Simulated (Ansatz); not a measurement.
# Structure relaxation of Re2Br

Theory: DFT PBE, scalar-relativistic, plane waves, PAW in Ansatz 0.2.0. Cutoff 420 eV, Γ-centred k mesh, Gaussian smearing, no spin polarisation in the final step.

The start puts Re2Br on the anti-cadmium chloride structure type (R-3m, No. 166), with Br in place of Cd, Re in place of Cl, at a guessed volume.

```
CELL_PARAMETERS angstrom
1.79372 1.03561 5.41750
-1.79372 1.03561 5.41750
0.00000 -2.07121 5.41750
ATOMIC_POSITIONS crystal
Re 0.75000 0.75000 0.75000
Re 0.25000 0.25000 0.25000
Br 0.00000 0.00000 0.00000
```

Cell and atoms relax at zero pressure; the relaxation can't lower the symmetry of the start. After a coarse first stage the cell is made exact in the group found at 0.06 Å.

Formation energies are uncorrected and refer to the elements' standard structures at the same level.

Question: What does it relax into?

Answer: It keeps R-3m (No. 166), but not the shape of the type it started on. Conventional cell: a = 3.451 Å, c = 18.151 Å. Re has 3 Re at 2.39 Å; around Br lie 6 Re at 3.10 Å, 6 Br at 3.45 Å and 2 Re at 3.68 Å.

Space group R-3m:H (No. 166). a = 3.451 Å, b = 3.451 Å, c = 18.151 Å, α = 90.00°, β = 90.00°, γ = 120.00°
```csv
atom,site,symmetry,x,y,z
Re,6c,3m,0.0000,0.0000,0.7972
Br,3a,-3m,0.0000,0.0000,0.0000
```

Question: What are its volume, energy, density and gap?

Answer: The volume per atom is 20.80 Å³ and the density is 12.04 g/cm³. The energy over the elements is 0.77 eV/atom and the gap on the 18×18×18 mesh is 0 eV (a metal).

The final run used a 18×18×18 mesh on its 3-atom cell and 0.10 eV smearing. For metals, differences of a few meV/atom aren't resolved. Spin–orbit coupling is left out. A structure relaxed within its symmetry needn't be a true minimum.

Cost: 3 runs of about 6.9 core-minutes in all, on AMD EPYC 7R43 (Zen 3) (shared hosts).